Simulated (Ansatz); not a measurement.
**C2H3NO2: rigid torsion scan, by script**

Aim: a rigid torsion scan, for C2H3NO2, run from a script. SMILES: N#COCO.

Program: the Python package of Ansatz 0.2.0. Level of theory: CAM-B3LYP/6-31G*. These are calculated values, not measurements.

**1. The system**

Bond lengths: N1–C2 1.167 Å, C2–O3 1.330 Å, O3–C4 1.481 Å, C4–O5 1.403 Å, C4–H6 1.124 Å, C4–H7 1.067 Å, O5–H8 1.015 Å. Angles: N1–C2–O3 176.7°, C2–O3–C4 108.4°, O3–C4–O5 108.5°, O3–C4–H6 104.0°, O3–C4–H7 113.0°, O5–C4–H6 106.4°, O5–C4–H7 113.5°, H6–C4–H7 110.9°, C4–O5–H8 103.8°.

The script holds or builds the structure itself.

**2. The script**

run_torsion.py

```python
"""Rigid torsion scan of C2H3NO2."""

import ansatz
from ase import Atoms


def main() -> None:
    atoms = Atoms(["N", "C", "O", "C", "O", "H", "H", "H"], positions=[
        (-1.5546, -0.1877, 2.2613),
        (-1.1929, 0.2332, 1.2345),
        (-0.7264, 0.6595, 0.0638),
        (0.3575, -0.2527, -0.3681),
        (0.7942, 0.146, -1.6401),
        (-0.1579, -1.2416, -0.5059),
        (1.1461, -0.3303, 0.3468),
        (1.426, 0.9165, -1.4481),
    ])

    # relax first, so that the scan starts from a minimum
    first = (
        ansatz.Crystal.molecule_from_ase(atoms).calculation()
        .basis(gaussian="6-31G*")  # the orbital basis, by name
        .functional("cam_b3lyp")
        .relax(force_tolerance=0.02, max_steps=80)
    )
    atoms.positions = first.run(threads=1).report["positions_ang"]

    start = atoms.get_dihedral(2, 3, 4, 7)
    energies = {}
    for turn in range(0, 360, 40):
        turned = atoms.copy()
        turned.set_dihedral(2, 3, 4, 7, start + turn, indices=[4, 7])
        job = ansatz.Crystal.molecule_from_ase(turned).calculation()
        job = job.basis(gaussian="6-31G*").functional("cam_b3lyp")
        energies[round((start + turn) % 360)] = job.run(threads=1).report["free_energy_ev"]
    floor = min(energies.values())
    print("dihedral O2-C3-O4-H7 (deg)   E - E(min) (kJ/mol)")
    for angle, e in sorted(energies.items()):
        print(f"{angle:8d} {96.485332 * (e - floor):14.3f}  " + "#" * int(30 * (e - floor) / max(max(energies.values()) - floor, 1e-9)))


if __name__ == "__main__":
    main()
```

**3. Launch**

Started as:

```sh
python run_torsion.py
```

**Question.** What results will this script give? Wanted: range of energy; lowest point, turn.

**Answer**, as computed:

```
              quantity     value
         runs compared         9
       range of energy  0.321 eV
lowest point, turn (°)         0
```

The lowest point lies at a turn of 0°, the highest 0.321 eV (30.9 kJ/mol) above it at 120°. The grid can miss the true lowest and highest points, and the rest of the molecule is held rigid. Run 0: The relaxation took 10 moves; the largest shift is 0.221 Å, of atom 1 (N). The scan is rigid and the energies are electronic, in a modest basis. With rigid groups the curve can differ much from the relaxed path, the start wasn't checked as a minimum of this torsion, and equivalent turns needn't return to the same energy.
